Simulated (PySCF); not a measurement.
PySCF input (PBE0/d-aug-cc-pVTZ):

```python
import numpy as np, basis_set_exchange as bse
from pyscf import gto, scf, dft, df, tdscf

basis = {'F': gto.basis.parse(bse.get_basis('d-aug-cc-pVTZ', elements=['F'], fmt='nwchem'))}
mol = gto.M(
    atom='''
    F    -0.00000000   -0.00000000   -0.69824324
    F     0.00000000    0.00000000    0.69824324
    ''',
    basis=basis,
    charge=0,
    verbose=4,
    max_memory=1839,
)
mf = dft.RKS(mol, xc='pbe0')
mf.grids.level = 3
mf = mf.density_fit(auxbasis=df.autoaux(mol))
mf.conv_tol = 1e-9
mf.max_cycle = 100
print('smallest overlap eigenvalue', np.linalg.eigvalsh(mol.intor('int1e_ovlp'))[0])
mf.kernel()
dip = mf.dip_moment()
td = tdscf.TDA(mf)
td.nstates = 4
td.kernel()
td.analyze()
osc = td.oscillator_strength()
```

Output:

```
PySCF version 2.14.0

[INPUT] verbose = 4
[INPUT] num. atoms = 2
[INPUT] num. electrons = 18
[INPUT] charge = 0
[INPUT] spin (= nelec alpha-beta = 2S) = 0
[INPUT] symmetry False subgroup None
[INPUT] Mole.unit = angstrom
[INPUT] Symbol           X                Y                Z      unit          X                Y                Z       unit  Magmom
[INPUT]  1 F      0.000000000000   0.000000000000  -0.698243240000 AA    0.000000000000   0.000000000000  -1.319488491929 Bohr   0.0
[INPUT]  2 F      0.000000000000   0.000000000000   0.698243240000 AA    0.000000000000   0.000000000000   1.319488491929 Bohr   0.0

nuclear repulsion = 30.6937121829636
number of shells = 24
number of NR pGTOs = 148
number of NR cGTOs = 124
basis = {'F': [[0, [19500.0, 0.000507, 0.0, -0.000117, 0.0], [2923.0, 0.003923, 0.0, -0.000912, 0.0], [664.5, 0.0202, 0.0, -0.004717, 0.0], [187.5, 0.07901, 0.0, -0.019086, 0.0], [60.62, 0.230439, 0.0, -0.059655, 0.0], [21.42, 0.432872, 0.0, -0.14001, 0.0], [7.95, 0.349964, 0.0, -0.176782, 0.0], [2.257, 0.043233, 1.0, 0.171625, 0.0], [0.8815, -0.007892, 0.0, 0.605043, 0.0], [0.3041, 0.002384, 0.0, 0.369512, 1.0]], [0, [0.09158, 1.0]], [0, [0.0276, 1.0]], [1, [43.88, 0.0, 0.016665, 0.0], [9.926, 0.0, 0.104472, 0.0], [2.93, 0.0, 0.31726, 0.0], [0.9132, 1.0, 0.487343, 0.0], [0.2672, 0.0, 0.334604, 1.0]], [1, [0.07361, 1.0]], [1, [0.0203, 1.0]], [2, [3.107, 1.0, 0.0], [0.855, 0.0, 1.0]], [2, [0.292, 1.0]], [2, [0.0997, 1.0]], [3, [1.917, 1.0]], [3, [0.724, 1.0]], [3, [0.273, 1.0]]]}
ecp = {}
ETB for F: l = 0, exps = 0.0406 * 1.8^n , n = 0..17
ETB for F: l = 1, exps = 0.0406 * 1.8^n , n = 0..14
ETB for F: l = 2, exps = 0.0406 * 1.8^n , n = 0..14
ETB for F: l = 3, exps = 0.12 * 2.2^n , n = 0..7
ETB for F: l = 4, exps = 0.1994 * 2.2^n , n = 0..5
smallest overlap eigenvalue 0.00012684004913700485

******** <class 'pyscf.df.df_jk.DFRKS'> ********
method = DFRKS
initial guess = minao
damping factor = 0
level_shift factor = 0
DIIS = <class 'pyscf.scf.diis.CDIIS'>
diis_start_cycle = 1
diis_space = 8
diis_damp = 0
SCF conv_tol = 1e-09
SCF conv_tol_grad = None
SCF max_cycles = 100
direct_scf = False
XC library pyscf.dft.libxc version 7.1.2
    S. Lehtola, C. Steigemann, M. J. T. Oliveira, and M. A. L. Marques,  SoftwareX 7, 1–5 (2018)
XC functionals = pbe0
    C. Adamo and V. Barone,  J. Chem. Phys. 110, 6158 (1999)
    M. Ernzerhof and G. E. Scuseria,  J. Chem. Phys. 110, 5029 (1999)
radial grids:
    Treutler-Ahlrichs [JCP 102, 346 (1995); DOI:10.1063/1.469408] (M4) radial grids

becke partition: Becke, JCP 88, 2547 (1988); DOI:10.1063/1.454033
pruning grids: <function nwchem_prune>
grids dens level: 3
symmetrized grids: False
atomic radii adjust function: <function treutler_atomic_radii_adjust>
small_rho_cutoff = 0
Set gradient conv threshold to 3.16228e-05
Initial guess from minao.
tot grids = 28528
******** <class 'pyscf.df.df.DF'> ********
auxbasis = {'F': [[0, [np.float64(887.4800932539111), 1]], [0, [np.float64(493.0444962521728), 1]], [0, [np.float64(273.91360902898487), 1]], [0, [np.float64(152.17422723832496), 1]], [0, [np.float64(84.54123735462497), 1]], [0, [np.float64(46.96735408590276), 1]], [0, [np.float64(26.092974492168196), 1]], [0, [np.float64(14.496096940093443), 1]], [0, [np.float64(8.053387188940802), 1]], [0, [np.float64(4.4741039938560005), 1]], [0, [np.float64(2.48561332992), 1]], [0, [np.float64(1.3808962944), 1]], [0, [np.float64(0.7671646080000001), 1]], [0, [np.float64(0.42620256), 1]], [0, [np.float64(0.23677920000000002), 1]], [0, [np.float64(0.131544), 1]], [0, [np.float64(0.07307999999999999), 1]], [0, [np.float64(0.0406), 1]], [1, [np.float64(152.17422723832496), 1]], [1, [np.float64(84.54123735462497), 1]], [1, [np.float64(46.96735408590276), 1]], [1, [np.float64(26.092974492168196), 1]], [1, [np.float64(14.496096940093443), 1]], [1, [np.float64(8.053387188940802), 1]], [1, [np.float64(4.4741039938560005), 1]], [1, [np.float64(2.48561332992), 1]], [1, [np.float64(1.3808962944), 1]], [1, [np.float64(0.7671646080000001), 1]], [1, [np.float64(0.42620256), 1]], [1, [np.float64(0.23677920000000002), 1]], [1, [np.float64(0.131544), 1]], [1, [np.float64(0.07307999999999999), 1]], [1, [np.float64(0.0406), 1]], [2, [np.float64(152.17422723832496), 1]], [2, [np.float64(84.54123735462497), 1]], [2, [np.float64(46.96735408590276), 1]], [2, [np.float64(26.092974492168196), 1]], [2, [np.float64(14.496096940093443), 1]], [2, [np.float64(8.053387188940802), 1]], [2, [np.float64(4.4741039938560005), 1]], [2, [np.float64(2.48561332992), 1]], [2, [np.float64(1.3808962944), 1]], [2, [np.float64(0.7671646080000001), 1]], [2, [np.float64(0.42620256), 1]], [2, [np.float64(0.23677920000000002), 1]], [2, [np.float64(0.131544), 1]], [2, [np.float64(0.07307999999999999), 1]], [2, [np.float64(0.0406), 1]], [3, [np.float64(29.932294656000018), 1]], [3, [np.float64(13.605588480000005), 1]], [3, [np.float64(6.184358400000002), 1]], [3, [np.float64(2.8110720000000007), 1]], [3, [np.float64(1.2777600000000005), 1]], [3, [np.float64(0.5808000000000001), 1]], [3, [np.float64(0.264), 1]], [3, [np.float64(0.12), 1]], [4, [np.float64(10.276342208000003), 1]], [4, [np.float64(4.671064640000001), 1]], [4, [np.float64(2.1232112000000005), 1]], [4, [np.float64(0.9650960000000001), 1]], [4, [np.float64(0.43868), 1]], [4, [np.float64(0.1994), 1]]]}
init E= -199.459277749797
  HOMO = -0.410463579808687  LUMO = -0.19817557213117  gap/eV = 5.77665
cycle= 1 E= -199.391477489398  delta_E= 0.0678  |g|= 0.273  |ddm|= 2.02
  HOMO = -0.445794302231359  LUMO = -0.159346005446007  gap/eV = 7.79466
cycle= 2 E= -199.397624594928  delta_E= -0.00615  |g|= 0.14  |ddm|= 0.229
  HOMO = -0.426900000924857  LUMO = -0.132673960056163  gap/eV = 8.00630
cycle= 3 E= -199.399973845127  delta_E= -0.00235  |g|= 0.0246  |ddm|= 0.0903
  HOMO = -0.43331969234358  LUMO = -0.138806293166397  gap/eV = 8.01412
cycle= 4 E= -199.400044900692  delta_E= -7.11e-05  |g|= 0.00805  |ddm|= 0.0307
  HOMO = -0.431929975096486  LUMO = -0.137241549738103  gap/eV = 8.01888
cycle= 5 E= -199.400052641895  delta_E= -7.74e-06  |g|= 0.000183  |ddm|= 0.0081
  HOMO = -0.431939331245197  LUMO = -0.137240867543724  gap/eV = 8.01915
cycle= 6 E= -199.400052646201  delta_E= -4.31e-09  |g|= 1.35e-05  |ddm|= 0.00015
  HOMO = -0.431936884101082  LUMO = -0.137238205570167  gap/eV = 8.01916
cycle= 7 E= -199.400052646225  delta_E= -2.36e-11  |g|= 4.18e-07  |ddm|= 1.04e-05
  HOMO = -0.431937075191515  LUMO = -0.137238409271365  gap/eV = 8.01916
Extra cycle  E= -199.400052646224  delta_E= 1.71e-13  |g|= 3.62e-07  |ddm|= 7.82e-07
converged SCF energy = -199.400052646224
Dipole moment(X, Y, Z, Debye): -0.00000,  0.00000,  0.00000

******** <class 'pyscf.tdscf.rks.TDA'> for <class 'pyscf.df.df_jk.DFRKS'> ********
nstates = 4 singlet
deg_eia_thresh = 1.000e-03
wfnsym = None
conv_tol = 1e-05
eigh lindep = 1e-12
eigh level_shift = 0
eigh max_cycle = 100
chkfile = tmpvn7k7oy1

Excitation energies (eV)
[4.72144262 4.72144262 8.40696908 8.40696908]

** Singlet excitation energies and oscillator strengths **
Excited State   1:      4.72144 eV    262.60 nm  f=0.0000
       9 -> 10       -0.70432
Excited State   2:      4.72144 eV    262.60 nm  f=0.0000
       8 -> 10       -0.70432
Excited State   3:      8.40697 eV    147.48 nm  f=0.0000
       6 -> 10        0.30236
       7 -> 10        0.63692
Excited State   4:      8.40697 eV    147.48 nm  f=0.0000
       6 -> 10        0.63692
       7 -> 10       -0.30236

** Transition electric dipole moments (AU) **
state          X           Y           Z        Dip. S.      Osc.
  1        -0.0130     -0.0019     -0.0000      0.0002      0.0000
  2         0.0019     -0.0130      0.0000      0.0002      0.0000
  3        -0.0000     -0.0000     -0.0000      0.0000      0.0000
  4        -0.0000      0.0000      0.0000      0.0000      0.0000

** Transition velocity dipole moments (imaginary part, AU) **
state          X           Y           Z        Dip. S.      Osc.
  1        -0.0795     -0.0118     -0.0000      0.0065      0.0249
  2         0.0118     -0.0795      0.0000      0.0065      0.0249
  3        -0.0000     -0.0000     -0.0000      0.0000      0.0000
  4        -0.0000      0.0000      0.0000      0.0000      0.0000

** Transition magnetic dipole moments (imaginary part, AU) **
state          X           Y           Z
  1         0.0000     -0.0000     -0.0000
  2         0.0000      0.0000      0.0000
  3        -0.8907      0.3361      0.0000
  4         0.3361      0.8907      0.0000
```
